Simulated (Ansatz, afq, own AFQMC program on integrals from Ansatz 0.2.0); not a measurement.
AFQMC on a folder of integrals that Ansatz 0.2.0 wrote.

```yaml
crystal:
  periodic: [false, false, false]
  atoms:
    - {symbol: Ti, position_ang: [0.000000, 0.000000, 0.000000]}
basis:
  gaussian: {orbitals: def2-TZVPP}
magnetization: {spin_polarized: true, initial_magnetization: 4}
correlation: {method: ccsd_t, electrons: outside_noble_gas, hamiltonian_folder: ham}
```

```sh
$ ansatz run in.yaml --threads 1 --pin off --events-out ev --progress --plain --max-ram 24576MiB --backend cuda --devices 0, --max-vram 18GiB
```

afq runs on the folder ham with

```
--method phaseless --trial hf --walkers 4000 --populations 20 --least-time 40 --time-step 0.005 --steps-per-block 20 --equilibration-blocks 160 --max-blocks 4000 --target-error 0.0006000 --factor-cut 1e-05 --start spin_pure --seed 4887 --taylor-order 6
```

Times are imaginary, in 1/Eh. The walk had a cap of 92 s. With eight or more populations the least sampling time is a fifth of least-time, and the error comes from their spread.

afq prints:

```
orbitals 55  electrons 4 0  factors 402 of 434
reference energy -848.37571983 Eh
CCSD correlation -0.03901868 Eh in 11 cycles, weight of the determinant in the CISD state 0.9703
energy of the start -848.375720 Eh
 block  time / (1/Eh)  mean weight  energy / Eh
     1     0.100  1.0002  -848.383464
     2     0.200  1.0002  -848.389000
     3     0.300  1.0003  -848.393997
     4     0.400  0.9999  -848.396790
     5     0.500  1.0002  -848.399218
     7     0.700  1.0002  -848.402819
     9     0.900  1.0000  -848.406199
    13     1.300  1.0000  -848.409375
    25     2.500  0.9999  -848.412998
    37     3.700  1.0000  -848.413278
    49     4.900  1.0000  -848.415210
    61     6.100  1.0000  -848.413554
    73     7.300  1.0000  -848.415547
    79     7.900  1.0000  -848.415863
    85     8.500  0.9997  -848.414388
    97     9.700  0.9997  -848.413383
   109    10.900  1.0000  -848.413611
   121    12.100  1.0002  -848.412498
   133    13.300  1.0000  -848.410227
   145    14.500  1.0001  -848.411852
   157    15.700  0.9999  -848.409455
   169    16.900  1.0002  -848.412163
   181    18.100  1.0002  -848.411817
   187    18.700  0.9997  -848.408652
   193    19.300  1.0003  -848.410806
   205    20.500  1.0002  -848.412185
   217    21.700  0.9998  -848.412764
   229    22.900  0.9999  -848.410691
   235    23.500  1.0003  -848.411077
error from the spread of 20 populations
energy -848.411568 +/- 0.000300 Eh
(rows thinned)
```

The run passed its tests (sampling time, drift between the halves within three errors, error under three times the target), which doesn't prove that it has relaxed.

Against this walk (error 8.2 meV) on the same determinant: CCSD(T) 111.0 meV lower, CCSDT(Q) 120.2 meV lower, full CI for this spin (own frozen core, lowest symmetry allowed) 24.9 meV lower. The error is statistical and leaves out the bias of the constraint. CCSDT(Q) is the surest value here, so the walk's 120 meV above it is most likely the bias of the constraint with this trial, which can have either sign.

Cautions: constraint bias not in the error; no relativity below Rb; outer-core shells of the metal frozen; another spin lies lower (by 971 meV).

The walk took 16 s on 2 threads of a server CPU with a shared H100 80 GB, shared host (the card was shared). The log's last line is the phaseless energy.

CCSDT and higher add their correlation energy to the determinant of the CCSD(T) run, since their own runs factorise the integrals more tightly (a shift of under 2 meV).
